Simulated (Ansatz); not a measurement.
Input file:

```yaml
crystal:
  periodic: [false, false, false]
  atoms:
    - {symbol: Al, position_ang: [-0.292827, 0.000000, 0.473237]}
    - {symbol: C, position_ang: [0.619095, 0.000000, -1.220387]}
    - {symbol: H, position_ang: [0.461500, 0.000000, 1.874174]}
basis:
  gaussian: {orbitals: STO-3G}
correlation: {method: sc_nevpt2, electrons: outside_noble_gas, active_space: {window: {electrons: 6, orbitals: 7}, states: [{multiplicity: 1, weights: [1, 1, 0.5]}]}}
output: {forces: true}
```

```sh
$ ansatz run in.yaml --threads 1 --pin off --events-out ev --progress --plain --max-ram 2393MiB
```

(1) Roughly how long does this take on 1 thread of Arm Neoverse V2, shared host, and how much host memory?

```
243 factors; integrals over basis functions are off by at most 2.4e-8 eV
mean field evaluation 1: about -7526.3747 eV, gradient 1.8e1 eV
mean field evaluation 2: about -7526.3790 eV, gradient 1.8e1 eV
mean field evaluation 4: about -7527.9174 eV, gradient 1.7e0 eV
mean field evaluation 8: about -7527.9550 eV, gradient 5.8e-4 eV
mean field evaluation 16: about -7528.1022 eV, gradient 9.4e-1 eV
mean field evaluation 32: about -7527.9563 eV, gradient 1.3e-1 eV
mean field evaluation 64: about -7528.1905 eV, gradient 3.9e-1 eV
mean field -7528.21523477 eV, -276.6568070702 hartree, gradient 2.6e-6 eV, S^2 0.000000; 8 other end points of the search recorded, 0 dependent functions left out; unrestricted orbitals would lower it
reference -7528.21523477 eV, -276.6568070702 hartree; 10, 10 occupied and 5, 5 virtual orbitals, 243 factors
state -7531.15218977 eV, -276.7647381757 hartree
state -7531.15133116 eV, -276.7647066224 hartree
state -7530.39580397 eV, -276.7369415104 hartree
state -7531.15218977 eV, -276.7647381757 hartree; corrected -7531.67103770 eV, -276.7838054853 hartree
state -7531.15133116 eV, -276.7647066224 hartree; corrected -7531.66873055 eV, -276.7837206993 hartree
state -7530.39580397 eV, -276.7369415104 hartree; corrected -7531.08549237 eV, -276.7622870916 hartree
the calculation of the forces begins
Total energy: -7531.55300577 eV, -276.7794678922 hartree
Atom 0 at    -0.292827     0.000000     0.473237 Å, force     1.161440    -0.000000     0.165837 eV/Å
Atom 1 at     0.619095     0.000000    -1.220387 Å, force    -0.528361     0.000000     0.844181 eV/Å
Atom 2 at     0.461500     0.000000     1.874174 Å, force    -0.633078     0.000000    -1.010019 eV/Å
Dipole moment:    -0.374422    -0.000000     0.240481 e Å
```

The total printed last is the weighted mean of the 3 states, 0.118 eV above the lowest of them, and is no single state's energy.

Forces (eV/Å):
```
Al   1.161  0.000  0.166
C   -0.528  0.000  0.844
H   -0.633  0.000 -1.010
```

## Answers

(1) 1.8 s wall and 0.14 GiB.
